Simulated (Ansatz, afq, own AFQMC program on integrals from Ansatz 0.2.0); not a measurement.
## ZrHCl2O, quartet in def2-TZVP, levels against AFQMC with the constraint released

```yaml
atoms:
  - { symbol: O, position_ang: [-0.2549, 0.7950, 1.5510] }
  - { symbol: Zr, position_ang: [0.0446, -0.5045, 0.1840] }
  - { symbol: Cl, position_ang: [1.6535, -2.1486, -0.9932] }
  - { symbol: Cl, position_ang: [-0.8634, -1.8768, -1.8089] }
  - { symbol: H, position_ang: [-0.4038, 1.4469, 2.2360] }
```

Connectivity, by distances: OH–Zr(–Cl)–Cl.

Basis def2-TZVP with its core potentials. Noble-gas cores (and the filled d shells of Ga–Kr and In–Xe) are frozen. Integrals, coupled cluster, full CI and functionals: Ansatz 0.2.0; the random walks run on the same integrals in our own AFQMC program. The CISD trial takes its coefficients from CCSD amplitudes. Released means that phaseless walkers are propagated on without the constraint, phases kept. ± is one standard error of the sampling. No spin–orbit coupling. The metal's outer-core s and p shells are frozen, which shifts wave-function levels against functionals.

Determinant: UHF, the one that the program's search chose, which needn't be the lowest solution. The geometry is a PBE0/def2-SVP stationary point of this or a neighbouring charge and spin state.

No full CI on the walks' own integrals is used here. The released AFQMC energy serves as the reference, which it does only where one determinant dominates, the energy is flat over the last release times and near the phaseless one (40 meV or 2 meV an electron, half that with transition metals). On small molecules, where full CI could be run and the noise was under 10 meV, such values lay within 10 meV of it in 19 cases of 20, a flattering rate, since the rule was set on those same cases; what remains of the bias isn't in the error bar.

Cautions: no spin-orbit coupling; outer-core shells of the metal frozen; higher spins were not checked; the shape changed its bonds on relaxing; the released value is read at 1.20 1/Eh with a noise of 28 meV, more than in the cases checked (meV from the phaseless value at times in 1/Eh: -20 ± 15 at 0.24, -42 ± 18 at 0.48, -34 ± 20 at 0.80, -22 ± 28 at 1.20); released reference can be 30 meV off for metals.

* T1 diagnostic: 0.0160
* weight of the determinant in the CISD state: 0.779
* ⟨S²⟩ of the determinant: 3.782
* size of the correlated space: 25 electrons in 136 orbitals

Reference: AFQMC with the constraint released, correlation energy -20.252 ± 0.028 eV.

```tsv
level	E − E(reference) (meV)	share of correlation (%)
HF	20251.8 ± 27.9	0.00
MP2	1886.2 ± 27.9	90.69
CCSD	867.9 ± 27.9	95.71
CCSD(T)	31.6 ± 27.9	99.84
ph-AFQMC/CISD	21.5 ± 32.5	99.89
```

Released energies are given only where the last usable release times agree within the noise; a slower fall can still hide under it.
